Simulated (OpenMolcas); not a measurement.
# A workflow on triplet AlH3O

We compute a single-point energy (UHF/STO-3G), then the energy (CASSCF(2,2)/STO-3G), then the energy (CASPT2(2,2)/STO-3G), then the energy (SC-NEVPT2(2,2)/STO-3G), then a single-point energy (MRCI(2,2)/STO-3G) of triplet AlH3O. 

The results are computed with OpenMolcas 26.06.

**1. The system as given**

AlH3O: 5 atoms, total charge 0, spin state triplet. As SMILES of the parent species, `[H][Al]([H])[OH]`. Geometry: a GFN2-xTB relaxation, a rough one for these elements and not checked as a minimum. That shape belongs to the parent species and isn't relaxed for this state.

Bond lengths: Al1–O4 1.636 Å, Al1–H2 1.532 Å, Al1–H3 1.531 Å, O4–H5 0.949 Å. Angles: Al1–O4–H5 179.6°, H2–Al1–O4 120.0°, H3–Al1–O4 120.0°, H2–Al1–H3 120.0°.

**2. The energy at UHF/STO-3G (run 1)**

File step1.input:

```
&GATEWAY
 BasLib
 $CurrDir
 Coord
 5
 angstrom
 Al       0.271770       0.451120      -0.109270
 H        1.798980       0.417230      -0.221380
 H       -0.481020       1.769010      -0.311810
 O       -0.555450      -0.920030       0.226660
 H       -1.034280      -1.717330       0.415800
 Basis
 STO-3G
 Group
 NoSym

&SEWARD

&SCF
 UHF
 Spin
 3
 Scramble
 0.25
 PrOrbitals
 1 1
```

The basis set STO-3G is read from a file made from the Basis Set Exchange's data (not shown).

The run is started by

```bash
$ export MOLCAS_MEM=1860
$ pymolcas step1.input > step1.log
```

Log:

```text
--- Start Module: gateway ---
[...]
--- Stop Module: gateway /rc=_RC_ALL_IS_WELL_ ---
--- Start Module: seward ---
[...]
      Basis functions           17
--- Stop Module: seward /rc=_RC_ALL_IS_WELL_ ---
--- Start Module: scf ---
[...]
       Convergence after  32 Iterations
[...]
::    Total SCF energy                               -314.3191492552
[...]
      Total spin, S                                     1.0065809004
[...]
      Total electronic charge=   24.000000
      Total            charge=   -0.000000
[...]
      Dipole Moment (debye):
      Origin of the operator (angstrom)=   -0.0275   -0.0450    0.0121
                   X= -3.2375E+00               Y= -5.3758E+00               Z=  1.2873E+00           Total=  6.4061E+00
      Quadrupole Moment (debye*angstrom):
[...]
--- Stop Module: scf /rc=_RC_ALL_IS_WELL_ ---
[...]
```

Run time: 1.8 s. Hardware: 1 thread of Arm Neoverse V2, shared host; peak memory 0.37 GiB.

**3. The energy at CASSCF(2,2)/STO-3G (run 2)**

File step2.inp:

```
* AlH3O CASSCF
&GATEWAY
BasLib
$CurrDir
Coord
5
angstrom
Al       0.271770       0.451120      -0.109270
H        1.798980       0.417230      -0.221380
H       -0.481020       1.769010      -0.311810
O       -0.555450      -0.920030       0.226660
H       -1.034280      -1.717330       0.415800
Basis
STO-3G
Group
NoSym
&SEWARD
&RASSCF
FileOrb
$CurrDir/step1.UnaOrb
Spin
3
Nactel
2 0 0
Inactive
11
Ras2
2
OrbListing
Nothing
```

The basis set STO-3G is read from a file made from the Basis Set Exchange's data (not shown).

The run is started by

```bash
$ export MOLCAS_MEM=1860
$ pymolcas step2.inp > step2.log
```

Log:

```text
--- Start Module: gateway ---
[...]
--- Stop Module: gateway /rc=_RC_ALL_IS_WELL_ ---
--- Start Module: seward ---
[...]
      Basis functions           17
--- Stop Module: seward /rc=_RC_ALL_IS_WELL_ ---
--- Start Module: rasscf ---
[...]
      Number of active orbitals                  2
[...]
      Spin quantum number                      1.0
[...]
      Active orbitals                            2
[...]
      Number of CSFs                             1
[...]
      Number of root(s) required                 1
[...]
      Convergence after 14 iterations
[...]
      printout of CI-coefficients larger than  0.05 for root  1
      energy=    -314.314842
      conf/sym  11     Coeff  Weight
             1  uu   1.00000 1.00000
      Natural orbitals and occupation numbers for root  1
      sym 1:   1.000000   1.000000
      ************************************************************************************************************************
      *                                                    Final results                                                     *
[...]
::    RASSCF root number  1 Total energy:   -314.31484207
[...]
      Total electronic charge=   24.000000
      Total            charge=   -0.000000
[...]
      Dipole Moment (debye):
      Origin of the operator (angstrom)=   -0.0275   -0.0450    0.0121
                   X= -3.2118E+00               Y= -5.3345E+00               Z=  1.2608E+00           Total=  6.3532E+00
      Quadrupole Moment (debye*angstrom):
[...]
--- Stop Module: rasscf /rc=_RC_ALL_IS_WELL_ ---
[...]
```

Run time: 1.6 s. Hardware: 1 thread of Arm Neoverse V2, shared host; peak memory 0.37 GiB.

**4. A single-point energy at CASPT2(2,2)/STO-3G (run 3)**

File step3.input:

```
&GATEWAY
  BasLib=$CurrDir
  Coord
  5
  angstrom
  Al       0.271770       0.451120      -0.109270
  H        1.798980       0.417230      -0.221380
  H       -0.481020       1.769010      -0.311810
  O       -0.555450      -0.920030       0.226660
  H       -1.034280      -1.717330       0.415800
  Basis=STO-3G
  Group=NoSym

&SEWARD

&RASSCF
  FileOrb=$CurrDir/step2.RasOrb
  Spin=3
  Nactel=2 0 0
  Inactive=11
  Ras2=2
  OrbListing=Nothing

&CASPT2
  Imaginary=0.1
  Frozen=6
```

The basis set STO-3G is read from a file made from the Basis Set Exchange's data (not shown).

The run is started by

```bash
$ export MOLCAS_MEM=1860
$ pymolcas step3.input > step3.log
```

Log:

```text
--- Start Module: gateway ---
[...]
--- Stop Module: gateway /rc=_RC_ALL_IS_WELL_ ---
[...]
      Basis functions           17
[...]
--- Start Module: rasscf ---
[...]
      Number of active orbitals                  2
[...]
      Spin quantum number                      1.0
[...]
      Active orbitals                            2
[...]
      Number of CSFs                             1
[...]
      Number of root(s) required                 1
[...]
      Convergence after  4 iterations
[...]
      printout of CI-coefficients larger than  0.05 for root  1
      energy=    -314.314842
      conf/sym  11     Coeff  Weight
             1  uu   1.00000 1.00000
      Natural orbitals and occupation numbers for root  1
      sym 1:   1.000000   1.000000
      ************************************************************************************************************************
      *                                                    Final results                                                     *
[...]
::    RASSCF root number  1 Total energy:   -314.31484207
[...]
      Total electronic charge=   24.000000
      Total            charge=   -0.000000
[...]
      Dipole Moment (debye):
      Origin of the operator (angstrom)=   -0.0275   -0.0450    0.0121
                   X= -3.2118E+00               Y= -5.3345E+00               Z=  1.2608E+00           Total=  6.3532E+00
      Quadrupole Moment (debye*angstrom):
[...]
--- Stop Module: rasscf /rc=_RC_ALL_IS_WELL_ ---
--- Start Module: caspt2 ---
[...]
      E2 (Variational):          -0.0487566742
      Total energy:            -314.3635987451
[...]
      Reference weight:           0.97700
[...]
::    CASPT2 Root  1     Total energy:   -314.36359875
[...]
--- Stop Module: caspt2 /rc=_RC_ALL_IS_WELL_ ---
[...]
```

Wall time 1.5 s (1 thread of Arm Neoverse V2, shared host); peak memory 0.37 GiB.

**5. A single-point energy at SC-NEVPT2(2,2)/STO-3G (run 4)**

File step4.input:

```
&gateway
baslib
$CurrDir
coord
5
angstrom
Al       0.271770       0.451120      -0.109270
H        1.798980       0.417230      -0.221380
H       -0.481020       1.769010      -0.311810
O       -0.555450      -0.920030       0.226660
H       -1.034280      -1.717330       0.415800
basis
STO-3G
group
NoSym
&seward
&rasscf
fileorb
$CurrDir/step2.RasOrb
spin
3
nactel
2 0 0
inactive
11
ras2
2
orblisting
Nothing
&caspt2
sc-nevpt2
frozen
6
```

The basis set STO-3G is read from a file made from the Basis Set Exchange's data (not shown).

The run is started by

```bash
$ export MOLCAS_MEM=1860
$ pymolcas step4.input > step4.log
```

Log:

```text
--- Start Module: gateway ---

                                              &GATEWAY

                       available to each process: 1.9 GB of memory, 1 thread

 Basis Set     1 Label: AL.STO-3G
 Basis set is read from library:.
 basistype.tbl is not found

 Basis Set     2 Label: H.STO-3G
 Basis set is read from library:.
 basistype.tbl is not found

 Basis Set     3 Label: O.STO-3G
 Basis set is read from library:.
 basistype.tbl is not found

[... 243 lines left out ...]
      Note: transformation to natural orbitals
[... 7 lines left out ...]
      Natural orbitals and occupation numbers for root  1
[... 20 lines left out ...]
      Final state energy(ies):
[... 60 lines left out ...]
      Natural orbitals for root   1 are written to the RASORB.1 file
[... 75 lines left out ...]
 Compute H0 matrices for state    1
[... 14 lines left out ...]
--- Stop Module: caspt2 /rc=-6 ---

.########################.
.# Non-zero return code #.
.########################.

    Timing: Wall=1.27 User=0.98 System=0.29
```

It took 1.5 s on 1 thread of Arm Neoverse V2, shared host; peak memory 0.37 GiB.

The run ended with an error.

**6. The energy at MRCI(2,2)/STO-3G (run 5)**

File step5.inp:

```
&GATEWAY
BASLIB=$CurrDir
COORD
5
angstrom
Al       0.271770       0.451120      -0.109270
H        1.798980       0.417230      -0.221380
H       -0.481020       1.769010      -0.311810
O       -0.555450      -0.920030       0.226660
H       -1.034280      -1.717330       0.415800
BASIS=STO-3G
GROUP=NoSym
&SEWARD
&RASSCF
FILEORB=$CurrDir/step2.RasOrb
SPIN=3
NACTEL=2 0 0
INACTIVE=11
RAS2=2
ORBLISTING=Nothing
&MOTRA
LUMORB
FROZEN=6
&GUGA
ELECTRONS=12
SPIN=3
INACTIVE=5
ACTIVE=2
CIALL=1
&MRCI
SDCI
```

The basis set STO-3G is read from a file made from the Basis Set Exchange's data (not shown).

The run is started by

```bash
$ export MOLCAS_MEM=1860
$ pymolcas step5.inp > step5.log
```

Log:

```text
--- Start Module: gateway ---
[...]
--- Stop Module: gateway /rc=_RC_ALL_IS_WELL_ ---
[...]
      Basis functions           17
[...]
      Number of active orbitals                  2
[...]
      Spin quantum number                      1.0
[...]
      Active orbitals                            2
[...]
      Number of CSFs                             1
[...]
      Number of root(s) required                 1
[...]
      Convergence after  4 iterations
[...]
      printout of CI-coefficients larger than  0.05 for root  1
      energy=    -314.314842
      conf/sym  11     Coeff  Weight
             1  uu   1.00000 1.00000
      Natural orbitals and occupation numbers for root  1
      sym 1:   1.000000   1.000000
      ************************************************************************************************************************
      *                                                    Final results                                                     *
[...]
::    RASSCF root number  1 Total energy:   -314.31484207
[...]
      Dipole Moment (debye):
      Origin of the operator (angstrom)=   -0.0275   -0.0450    0.0121
                   X= -3.2118E+00               Y= -5.3345E+00               Z=  1.2608E+00           Total=  6.3532E+00
      Quadrupole Moment (debye*angstrom):
[...]
--- Start Module: guga ---
[...]
--- Stop Module: guga /rc=_RC_ALL_IS_WELL_ ---
--- Start Module: mrci ---
[...]
       (But an ACPF correction will be computed)
       USE THE DEFAULT ACPF G-VALUE GFAC=  0.16666666666666666
[...]
                      CI ENERGY:  -314.38756392
[...]
                ACPF CORRECTION:    -0.00434788
[...]
      Total electronic charge=   24.000000
      Total            charge=   -0.000000
[...]
     ACPF CORRECTION:     -0.00434788
[...]
  CI State   1     Total energy:   -314.38756392     QDav:     -0.00528059     QACPF:     -0.00434788
[...]
```

It took 1.6 s on 1 thread of Arm Neoverse V2, shared host; peak memory 0.37 GiB.

**7. Results**

```
                                                 quantity                value
                          run 1, UHF/STO-3G: total energy        -314.31915 Eh
                         run 1, UHF/STO-3G: dipole moment               6.41 D
                                  run 1, UHF/STO-3G: ⟨S²⟩                2.020
                  run 2, CASSCF(2,2)/STO-3G: total energy        -314.31484 Eh
run 2, CASSCF(2,2)/STO-3G: dipole moment (CASSCF density)               6.35 D
                  run 3, CASPT2(2,2)/STO-3G: total energy        -314.36360 Eh
run 3, CASPT2(2,2)/STO-3G: dipole moment (CASSCF density)               6.35 D
                    run 5, MRCI(2,2)/STO-3G: total energy        -314.38756 Eh
  run 5, MRCI(2,2)/STO-3G: dipole moment (CASSCF density)               6.35 D
                             run 4, SC-NEVPT2(2,2)/STO-3G  no result (crashed)
```

**Reading.** Mulliken charges (run 1, UHF/STO-3G) run from -0.28 on H3 to +0.41 on Al1. Mulliken charges (run 3, CASPT2(2,2)/STO-3G) of the CASSCF density run from -0.28 on H3 to +0.41 on Al1; they depend strongly on the basis. 1 of the 5 runs did not end normally.
